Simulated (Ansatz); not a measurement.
**Si₂H₄ (triplet): from Hartree-Fock to the top rungs at distance Si1–H5 along a hydrogen transfer = 1.381 Å, cc-pVDZ**

The task here is to estimate one member of a computed series from the others.

The runs use Ansatz 0.2.0, Gaussian basis; cc-pVDZ, core rule «outside noble gas», up to 10 orbitals frozen.

The runs, in order: UHF; CCSD(T) on ROHF; CCSD(T) on UHF; BCCD(T) on ROHF; CISD; CCSDT(Q) on ROHF; CCSDT(Q) on UHF; CASSCF and MRCISD+Q, 4 electrons in 4 orbitals; CASSCF and NEVPT2, 4 electrons in 4 orbitals.

10 further runs of the same task are left out: 10 that didn't finish.

## The system

The geometry derives from fragments relaxed apart (PBE0/def2-TZVP) and kept rigid, so it is no stationary point. A hydrogen atom is moved between rigid fragments.

6 atoms, charge 0, spin multiplicity 3.

Atoms are counted from 1 here; the program's logs count them from 0.

Bond lengths: Si1–H2 1.485 Å, Si1–H3 1.485 Å, Si1–H4 1.485 Å, Si1–H5 1.381 Å. Angles: H2–Si1–H3 109.5°, H2–Si1–H4 109.5°, H2–Si1–H5 109.5°, H3–Si1–H4 109.5°, H3–Si1–H5 109.5°, H4–Si1–H5 109.5°.

Coordinates:

```xyz
6

Si   -1.7584    0.0000    0.0000
H    -2.2533    1.3997    0.0000
H    -2.2533   -0.6999    1.2122
H    -2.2533   -0.6999   -1.2122
H    -0.3774    0.0000    0.0000
Si    2.0146    0.0000    0.0000
```

Set-up of the first run:

in.yaml

```yaml
crystal:
  periodic: [false, false, false]
  atoms:
    - {symbol: Si, position_ang: [-1.758427, 0.000000, 0.000000]}
    - {symbol: H, position_ang: [-2.253299, 1.399708, 0.000000]}
    - {symbol: H, position_ang: [-2.253298, -0.699854, 1.212183]}
    - {symbol: H, position_ang: [-2.253299, -0.699854, -1.212182]}
    - {symbol: H, position_ang: [-0.377427, 0.000000, 0.000000]}
    - {symbol: Si, position_ang: [2.014573, 0.000000, 0.000000]}
basis:
  gaussian: {orbitals: cc-pVDZ}
magnetization: {spin_polarized: true, initial_magnetization: 2}
hamiltonian: {xc: hf}
output: {orbitals: {seedname: orbitals}}
```

On the command line:

```console
ansatz run in.yaml --threads 1 --pin off --events-out ev --progress --plain --max-ram 2393MiB
```

Steps of the session up to this table: UHF; CCSD(T) on ROHF; CCSD(T) on UHF; BCCD(T) on ROHF; CISD; CCSDT(Q) on ROHF; CCSDT(Q) on UHF; CASSCF and MRCISD+Q, 4 electrons in 4 orbitals; CASSCF and NEVPT2, 4 electrons in 4 orbitals.

One of the session's tables, all rows but one given; the rest of the session is left out.

It belongs to the step «Misses and costs». 

```
       method  from UCCSDT(Q) (meV)
         ROHF               +6058.4
          UHF               +5953.0
         RMP2               +1478.6
         UMP2               +1474.9
         CISD                +659.1
        RCCSD                +139.1
        UCCSD                +135.7
     RCCSD(T)                 +31.9
     UCCSD(T)                 +31.2
      BCCD(T)                 +31.5
       RCCSDT                  +3.5
       UCCSDT                     ?
    RCCSDT(Q)                  +0.2
    UCCSDT(Q)                     0
  CASSCF pair               +5695.4
  MRCISD pair                +592.7
MRCISD+Q pair                  -3.6
```

Q: Estimate the row for UCCSDT from the others.

As computed: from UCCSDT(Q) (meV): +3.3. In the column «from UCCSDT(Q) (meV)» it lies between RCCSDT(Q) (+0.2) and RCCSDT (+3.5).

Not comparable, so not listed: CASSCF and NEVPT2, 4 electrons in 4 orbitals (they don't share determinant, frozen orbitals or solution with the rows shown, or repeat one).

To keep in mind: Restricted and unrestricted rows rest on different reference determinants; where their highest levels disagree by more than a few hundredths of an eV, they describe different states and don't form one ladder. Warnings in the runs' records: passed over end.
